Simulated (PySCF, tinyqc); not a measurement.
CIS on RHF in the sto-3g basis, for BH, spin multiplicity 1, step by step. The lowest restricted solution is unstable here: a spin-polarised one lies 0.0062 hartree lower (PySCF). One step of it, computed by the program tinyqc.

Task: CIS matrix, triplets. A(ia,jb) = (e_a - e_i) d_ij d_ab - (ij|ab).

orbital energies (hartree): [-7.363620, -0.496926, -0.246723, 0.259457, 0.259457, 0.474827]

Two-electron integrals over orbitals (pq|rs), unique and non-zero (hartree):
```
(11|11) 2.892289    (21|11) -0.261146   (21|21) 0.037796    (22|11) 0.610092
(22|21) -0.007528   (22|22) 0.497435    (31|11) -0.182723   (31|21) 0.024059
(31|22) -0.014548   (31|31) 0.026151    (32|11) 0.132148    (32|21) -0.008596
(32|22) -0.040401   (32|31) 0.005317    (32|32) 0.109471    (33|11) 0.618155
(33|21) -0.011136   (33|22) 0.436085    (33|31) 0.003288    (33|32) 0.034402
(33|33) 0.497970    (41|41) 0.021624    (42|41) 0.022118    (42|42) 0.074831
(43|41) 0.015456    (43|42) 0.044400    (43|43) 0.047396    (44|11) 0.742008
(44|21) -0.009716   (44|22) 0.462733    (44|31) -0.006310   (44|32) 0.071191
(44|33) 0.462805    (44|44) 0.586773    (51|51) 0.021624    (52|51) 0.022118
(52|52) 0.074831    (53|51) 0.015456    (53|52) 0.044400    (53|53) 0.047396
(54|54) 0.031630    (55|11) 0.742008    (55|21) -0.009716   (55|22) 0.462733
(55|31) -0.006310   (55|32) 0.071191    (55|33) 0.462805    (55|44) 0.523513
(55|55) 0.586773    (61|11) 0.111837    (61|21) -0.019210   (61|22) -0.006609
(61|31) -0.000293   (61|32) 0.015281    (61|33) 0.016189    (61|44) 0.003730
(61|55) 0.003730    (61|61) 0.022959    (62|11) -0.167793   (62|21) 0.002724
(62|22) -0.040059   (62|31) 0.012639    (62|32) -0.040400   (62|33) 0.005169
(62|44) -0.089947   (62|55) -0.089947   (62|61) 0.010151    (62|62) 0.105940
(63|11) 0.140578    (63|21) -0.003833   (63|22) -0.015509   (63|31) 0.005139
(63|32) 0.097407    (63|33) 0.046408    (63|44) 0.074919    (63|55) 0.074919
(63|61) 0.009991    (63|62) -0.061548   (63|63) 0.115013    (64|41) -0.008902
(64|42) -0.031408   (64|43) -0.002801   (64|64) 0.028061    (65|51) -0.008902
(65|52) -0.031408   (65|53) -0.002801   (65|65) 0.028061    (66|11) 0.627565
(66|21) -0.006212   (66|22) 0.510363    (66|31) -0.014648   (66|32) -0.061822
(66|33) 0.461229    (66|44) 0.451336    (66|55) 0.451336    (66|61) -0.008704
(66|62) -0.011579   (66|63) -0.035886   (66|66) 0.561547
```

Give: CIS matrix A, triplet.

Result:

CIS matrix A, triplet (hartree), order 1>4, 1>5, 1>6, 2>4, 2>5, 2>6, 3>4, 3>5, 3>6:
```
[[6.8811, 0.0000, 0.0000, 0.0097, 0.0000, 0.0000, 0.0063, 0.0000, 0.0000],
 [0.0000, 6.8811, 0.0000, 0.0000, 0.0097, 0.0000, 0.0000, 0.0063, 0.0000],
 [0.0000, 0.0000, 7.2109, 0.0000, 0.0000, 0.0062, 0.0000, 0.0000, 0.0146],
 [0.0097, 0.0000, 0.0000, 0.2936, 0.0000, 0.0000, -0.0712, 0.0000, 0.0000],
 [0.0000, 0.0097, 0.0000, 0.0000, 0.2936, 0.0000, 0.0000, -0.0712, 0.0000],
 [0.0000, 0.0000, 0.0062, 0.0000, 0.0000, 0.4614, 0.0000, 0.0000, 0.0618],
 [0.0063, 0.0000, 0.0000, -0.0712, 0.0000, 0.0000, 0.0434, 0.0000, 0.0000],
 [0.0000, 0.0063, 0.0000, 0.0000, -0.0712, 0.0000, 0.0000, 0.0434, 0.0000],
 [0.0000, 0.0000, 0.0146, 0.0000, 0.0000, 0.0618, 0.0000, 0.0000, 0.2603]]
```
